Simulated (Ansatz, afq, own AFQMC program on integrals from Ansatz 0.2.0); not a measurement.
AFQMC on a folder of integrals that Ansatz 0.2.0 wrote.

```yaml
crystal:
  periodic: [false, false, false]
  atoms:
    - {symbol: N, position_ang: [0.000000, 0.000000, 0.000000]}
    - {symbol: N, position_ang: [0.000000, 0.000000, 1.266308]}
basis:
  gaussian: {orbitals: 6-31G}
magnetization: {spin_polarized: false, initial_magnetization: 2}
correlation: {method: ccsd_t, electrons: outside_noble_gas, hamiltonian_folder: ham}
```

```sh
$ ansatz run in.yaml --threads 1 --pin off --events-out ev --progress --plain --max-ram 16896MiB --backend cuda --devices 0, --max-vram 18GiB
```

afq runs on the folder ham with

```
--method phaseless --trial hf --walkers 4000 --populations 20 --least-time 40 --time-step 0.005 --steps-per-block 20 --equilibration-blocks 112 --max-blocks 4000 --target-error 0.0009500 --factor-cut 1e-05 --start spin_pure --seed 5653 --taylor-order 6
```

Times are imaginary, in 1/Eh. The walk had a cap of 49 s. With eight or more populations the least sampling time is a fifth of least-time, and the error comes from their spread.

```
orbitals 16  electrons 6 4  factors 95 of 269
reference energy -108.68182347 Eh
CCSD correlation -0.19415981 Eh in 14 cycles, weight of the determinant in the CISD state 0.7876
energy of the start -108.681828 Eh
 block  time / (1/Eh)  mean weight  energy / Eh
     1     0.100  1.0008  -108.721917
     2     0.200  1.0012  -108.750902
     3     0.300  1.0012  -108.772667
     4     0.400  1.0010  -108.788304
     5     0.500  1.0011  -108.802028
     7     0.700  1.0006  -108.821478
     9     0.900  1.0007  -108.839976
    11     1.100  1.0002  -108.846404
    21     2.100  0.9998  -108.866261
    31     3.100  0.9999  -108.873901
    41     4.100  1.0001  -108.874842
    51     5.100  0.9999  -108.873677
    61     6.100  0.9999  -108.884707
    71     7.100  0.9993  -108.868379
    81     8.100  0.9997  -108.866903
    91     9.100  0.9994  -108.871656
   101    10.100  1.0000  -108.872740
   111    11.100  1.0000  -108.863146
   121    12.100  0.9999  -108.868213
   131    13.100  0.9998  -108.875246
   141    14.100  1.0001  -108.866909
   151    15.100  1.0003  -108.876514
   161    16.100  0.9998  -108.874638
   171    17.100  1.0001  -108.870287
   181    18.100  1.0007  -108.875481
   191    19.100  1.0001  -108.870741
   201    20.100  0.9998  -108.874953
   211    21.100  0.9999  -108.874681
   221    22.100  0.9994  -108.858734
error from the spread of 20 populations
energy -108.871413 +/- 0.000946 Eh
(rows thinned)
```

Question: Estimate how long the walk took on 1 × NVIDIA H100 80GB HBM3 with 2 threads of AMD EPYC 7R13 Processor (Zen 3), with other jobs on the host (the card was shared).

Answer: 17 s of wall time.

The run passed its tests (sampling time, drift between the halves within three errors, error under three times the target), which doesn't prove that it has relaxed.

Against this walk (error 25.8 meV) on the same determinant: CCSD(T) 462.3 meV lower, CCSDT(Q) 794.4 meV lower, CCSDTQ 752.3 meV lower, full CI 754.8 meV lower. The error is statistical and leaves out the bias of the constraint. Full CI is exact here, so the walk's 755 meV above it is the walk's own error: the bias of the constraint with this trial. It lies above even CCSD, by 124 meV. The determinant is a poor start (see the cautions), so the low cluster orders aren't to be relied on, and full CI is the sure value.

Cautions: constraint bias not in the error; lower spins were not checked; a spin-contaminated unrestricted determinant lies lower (UHF 185 meV lower, ⟨S²⟩ 2.30); strong correlation (T1 0.016, weight of the determinant 0.79, largest double 0.38); (T) is large, 6 % of the CCSD correlation; CCSD(T) is in doubt: in a space of 10 electrons in 9 natural orbitals full CI lies 108 meV below it; the CCSDT(Q) amplitudes may be one of several solutions (largest double 0.95); the CCSDTQ amplitudes may be one of several solutions (largest double 0.98); the determinant fills πx and πy unequally, so it mixes two states of the linear molecule, and each level undoes that mixture to a different degree, while full CI gives the lower state.

CCSDT and higher add their correlation energy to the determinant of the CCSD(T) run, since their own runs factorise the integrals more tightly (a shift of under 2 meV).
